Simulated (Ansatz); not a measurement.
# Cobalt, hcp under r²SCAN: how the cold (Marzari-Vanderbilt) smearing moves the result

Aim: find which cold (Marzari-Vanderbilt) smearing width is enough for energy and pressure and moments. The geometry was relaxed under r²SCAN beforehand and stays fixed; 7 values are run, from 0.01 to 1.0 eV. Wanted are the values from which on the energy stays within 10 and 1 meV/atom, and the pressure within 0.5 GPa, of the narrowest run. Within the series other settings stay, but some runs also write fields, which adds to their time. The moments start as that relaxation left them.

Program: Ansatz 0.2.0. Level of theory: DFT r²SCAN, plane waves with PAW, scalar-relativistic. These are calculated values, not measurements.

### Step 1. The structure to begin with

Symmetry: P6_3/mmc, No. 194, hexagonal system. The conventional cell has a = 2.472 Å, b = 2.472 Å, c = 4.027 Å, α = 90.00°, β = 90.00°, γ = 120.00°. Co (site symmetry -6m2) has 12 Co at 2.47 Å as nearest neighbours.

Structure file:

```cif
data_structure
_symmetry_space_group_name_H-M 'P 1'
_symmetry_Int_Tables_number 1
_cell_length_a 2.4715
_cell_length_b 2.4715
_cell_length_c 4.0271
_cell_angle_alpha 90.000
_cell_angle_beta 90.000
_cell_angle_gamma 120.000
_cell_volume 21.30
loop_
_atom_site_label
_atom_site_type_symbol
_atom_site_fract_x
_atom_site_fract_y
_atom_site_fract_z
_atom_site_occupancy
Co1 Co 0.33333 0.66667 0.25000 1
Co2 Co 0.66667 0.33333 0.75000 1
```

Starting moments (μB): +1.89 ×2.

### Step 2. Run at 0.01 eV

The run at 0.01 eV.

The input, input.yaml:

```yaml
crystal:
  lattice:
    - [2.471523226, 0.0, 0.0]
    - [-1.235761613, 2.1404018997, 0.0]
    - [0.0, 0.0, 4.0271144694]
  atoms:
    - { symbol: Co, position: [0.3333333333, 0.6666666667, 0.25], spin: 1.891 }
    - { symbol: Co, position: [0.6666666667, 0.3333333333, 0.75], spin: 1.891 }
hamiltonian:
  xc: r2scan
  pseudopotentials:
    kind: paw
    azcp:
      Co: "pseudopotentials/Co.paw.azcp"
basis:
  ecutwfc: 500
  fft_grid_basis: typed
kpoints:
  mp_grid: { grid: [15, 15, 8], shift: [0, 0, 0] }
magnetization:
  spin_polarized: true
scf:
  occupations: { method: cold, width: 0.01 }
  lower_state_search: "off"
output:
  stress: true
  write_density: true
  write_potential: true
  elf: true
  volumetric_format: npy
```

Launch:

```
$ ansatz run input.yaml --threads 1 --pin off --max-ram 3584MiB --backend cpu --events-out ev --progress --plain --runs-dir out
```

### Step 3. Run at 0.03 eV

The run at 0.03 eV.

Edit input.yaml of step 2 so:

```diff
@@ -22,3 +22,3 @@
 scf:
-  occupations: { method: cold, width: 0.01 }
+  occupations: { method: cold, width: 0.03 }
   lower_state_search: "off"
@@ -26,5 +26 @@
   stress: true
-  write_density: true
-  write_potential: true
-  elf: true
-  volumetric_format: npy
```

### Step 4. Run at 0.1 eV

The run at 0.1 eV.

Edit input.yaml of step 3 so:

```diff
@@ -22,3 +22,3 @@
 scf:
-  occupations: { method: cold, width: 0.03 }
+  occupations: { method: cold, width: 0.1 }
   lower_state_search: "off"
@@ -26 +26,5 @@
   stress: true
+  write_density: true
+  write_potential: true
+  elf: true
+  volumetric_format: npy
```

### Step 5. Run at 0.2 eV

The run at 0.2 eV.

Edit input.yaml of step 4 so:

```diff
@@ -22,3 +22,3 @@
 scf:
-  occupations: { method: cold, width: 0.1 }
+  occupations: { method: cold, width: 0.2 }
   lower_state_search: "off"
@@ -26,5 +26 @@
   stress: true
-  write_density: true
-  write_potential: true
-  elf: true
-  volumetric_format: npy
```

### Step 6. Run at 0.3 eV

The run at 0.3 eV.

Edit input.yaml of step 5 so:

```diff
@@ -22,3 +22,3 @@
 scf:
-  occupations: { method: cold, width: 0.2 }
+  occupations: { method: cold, width: 0.3 }
   lower_state_search: "off"
@@ -26 +26,5 @@
   stress: true
+  write_density: true
+  write_potential: true
+  elf: true
+  volumetric_format: npy
```

### Step 7. Run at 0.6 eV

The run at 0.6 eV.

Edit input.yaml of step 6 so:

```diff
@@ -22,3 +22,3 @@
 scf:
-  occupations: { method: cold, width: 0.3 }
+  occupations: { method: cold, width: 0.6 }
   lower_state_search: "off"
@@ -26,5 +26 @@
   stress: true
-  write_density: true
-  write_potential: true
-  elf: true
-  volumetric_format: npy
```

### Step 8. Run at 1.0 eV

The run at 1.0 eV.

Edit input.yaml of step 7 so:

```diff
@@ -22,3 +22,3 @@
 scf:
-  occupations: { method: cold, width: 0.6 }
+  occupations: { method: cold, width: 1.0 }
   lower_state_search: "off"
```

(Steps that only read results are left out.)

What does the calculation give?

The runs gave:

| quantity | value |
| --- | --- |
| E(σ → 0) stays within 10 meV/atom of 0.01 eV | up to 1.0 eV |
| E(σ → 0) stays within 1 meV/atom | up to 0.2 eV |
| pressure stays within 0.5 GPa | up to 0.3 eV |
| pressure at 0.01 eV | -1.76 GPa |
| energy of a separate run on a finer mesh (24×24×13) | -1.7 meV/atom from 0.01 eV |

What this shows: The far end, 1.0 eV, lies +9.3 meV/atom and +4.6 GPa from the yardstick. The free energy F moves by +59.4 meV/atom over the range, and the estimate for σ → 0 by +9.3. This scheme cancels the term in the square of the width, so F moves little up to 0.2 eV. The mesh (15×15×8) is fixed, so the narrowest widths carry a k-point error of their own. The largest moment goes from 1.84 μB at 0.01 eV to 2.06 μB at 1.0 eV. The yardstick itself is unsettled by 1.7 meV/atom against the finer mesh, so the thresholds above hold only within this series, and wider smearing, which averages over more states, can land nearer the fine-mesh value than the narrowest does. The cell taken over is 4 % smaller than the measured one (11.07 Å³/atom, COD).
